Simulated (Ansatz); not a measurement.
H3Ge–AsH2⁺, quartet: reading a ladder of total energies

Geometry: that of the H3Ge–AsH2, triplet, kept fixed. The doublet lies 2.3 eV lower here.

```
atom    x (Å)    y (Å)    z (Å)
  Ge   0.0000   0.0025   1.2082
  As   0.0000  -0.0021  -1.2058
   H   0.0000   1.4467   1.7272
   H  -1.2505  -0.7364   1.7116
   H   1.2505  -0.7364   1.7116
   H   0.0000   1.6712  -1.3440
   H   0.0000  -1.6715  -1.2506
```

Basis cc-pVDZ; Ansatz 0.2.0. Only valence electrons are correlated (noble-gas cores and the filled d shells of p-block atoms frozen), which leaves 13 electrons in 51 orbitals. R marks a restricted (for open shells ROHF) determinant, U an unrestricted one. No spin–orbit coupling is included, and no scalar relativity.

Full CI isn't at hand for all of this; UCCSDT(Q) serves as the reference, and is uncertain by about the last step of the cluster series.

Runs differ by some tens of microhartree through their thresholds and, for an open shell, their frozen cores, so steps under 0.03 kcal/mol mean nothing.

```csv
level,total energy (hartree)
UHF,-4311.965469
UMP2,-4312.140749
UCCSD,-4312.189591
UCCSD(T),-4312.195333
UCCSDT,-4312.196803
UCCSDT(Q),-4312.197018
```

Q: What is the correlation energy at UCCSDT(Q), and what share of it do UMP2 and UCCSD recover?

A: E(corr) = -4312.197018 − (-4311.965469) = -0.231549 hartree = -6.301 eV. UMP2: -0.175280 / -0.231549 = 75.70 %. UCCSD: -0.224122 / -0.231549 = 96.79 %.

Q: By how many kcal/mol does UCCSD(T) miss UCCSDT(Q) (1 hartree = 627.509 kcal/mol), and which steps make up the rest?

A: -4312.195333 − (-4312.197018) = 0.001685 hartree = 1.06 kcal/mol. Steps: UCCSDT − UCCSD(T) = -0.92, UCCSDT(Q) − UCCSDT = -0.13 kcal/mol. Differences between like states or geometries often cancel part of this.
